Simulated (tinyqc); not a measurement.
Worked calculation: RHF in the sto-3g basis, for H2O, spin multiplicity 1. One step of it, computed by the program tinyqc.

Task: Iteration 8 (converged): orbitals. Diagonalise F' = X^T F X, C = X C', fill 5 alpha and 5 beta electrons from the bottom; D = 2 C_occ C_occ^T. Each column has its largest component positive (the first on a tie).

converged F (hartree):
```
             1O 1s      1O 2s     1O 2px     1O 2py     1O 2pz      2H 1s      3H 1s
1O 1s   -20.269028  -5.165325   0.000000   0.000000  -0.023475  -0.713243  -0.713243
1O 2s    -5.165325  -2.400569   0.000000   0.000000  -0.054723  -0.702159  -0.702159
1O 2px    0.000000   0.000000  -0.390005   0.000000   0.000000   0.000000   0.000000
1O 2py    0.000000   0.000000   0.000000  -0.202446   0.000000  -0.332984   0.332984
1O 2pz   -0.023475  -0.054723   0.000000   0.000000  -0.243915  -0.308249  -0.308249
2H 1s    -0.713243  -0.702159   0.000000  -0.332984  -0.308249  -0.355526  -0.205195
3H 1s    -0.713243  -0.702159   0.000000   0.332984  -0.308249  -0.205195  -0.355526
```

X:
```
                1          2          3         4          5          6         7
1O 1s   -0.372136   0.000000   0.715877  0.000000   0.614672   0.000000  0.192443
1O 2s    0.983394   0.000000  -0.294907  0.000000   0.317069   0.000000  0.453661
1O 2px   0.000000   0.000000   0.000000  1.000000   0.000000   0.000000  0.000000
1O 2py   0.000000   0.824223   0.000000  0.000000   0.000000   0.693889  0.000000
1O 2pz   0.465556   0.000000   0.672903  0.000000  -0.610857   0.000000  0.221600
2H 1s   -0.615891  -0.732514  -0.197389  0.000000  -0.163443   0.390381  0.387796
3H 1s   -0.615891   0.732514  -0.197389  0.000000  -0.163443  -0.390381  0.387796
```

Give: F' = X^T F X; orbital energies; coefficients C; D after iteration 8.

Result:

F' = X^T F X (hartree):
```
        1      2       3       4       5       6       7
1  -0.467  0.000   2.503   0.000   2.112   0.000   0.699
2   0.000  0.505   0.000   0.000   0.000   0.094   0.000
3   2.503  0.000  -8.167   0.000  -8.534   0.000  -4.015
4   0.000  0.000   0.000  -0.390   0.000   0.000   0.000
5   2.112  0.000  -8.534   0.000  -9.686   0.000  -4.579
6   0.000  0.094   0.000   0.000   0.000  -0.504   0.000
7   0.699  0.000  -4.015   0.000  -4.579   0.000  -3.153
```

orbital energies (hartree): MO1 -20.277, MO2 -1.190, MO3 -0.513, MO4 -0.430, MO5 -0.390, MO6 0.424, MO7 0.514

coefficients C:
```
           MO1     MO2     MO3     MO4    MO5     MO6     MO7
1O 1s    0.995  -0.243   0.000   0.088  0.000  -0.100   0.000
1O 2s    0.023   0.911   0.000  -0.445  0.000   0.576   0.000
1O 2px   0.000   0.000   0.000   0.000  1.000   0.000   0.000
1O 2py   0.000   0.000   0.615   0.000  0.000   0.000   0.885
1O 2pz   0.003   0.068   0.000   0.730  0.000   0.745   0.000
2H 1s   -0.004   0.133   0.456   0.354  0.000  -0.673  -0.693
3H 1s   -0.004   0.133  -0.456   0.354  0.000  -0.673   0.693
```

D after iteration 8:
```
         1O 1s   1O 2s  1O 2px  1O 2py  1O 2pz   2H 1s   3H 1s
1O 1s    2.112  -0.474   0.000   0.000   0.101  -0.011  -0.011
1O 2s   -0.474   2.057   0.000   0.000  -0.526  -0.072  -0.072
1O 2px   0.000   0.000   2.000   0.000   0.000   0.000   0.000
1O 2py   0.000   0.000   0.000   0.756   0.000   0.561  -0.561
1O 2pz   0.101  -0.526   0.000   0.000   1.074   0.534   0.534
2H 1s   -0.011  -0.072   0.000   0.561   0.534   0.703  -0.130
3H 1s   -0.011  -0.072   0.000  -0.561   0.534  -0.130   0.703
```
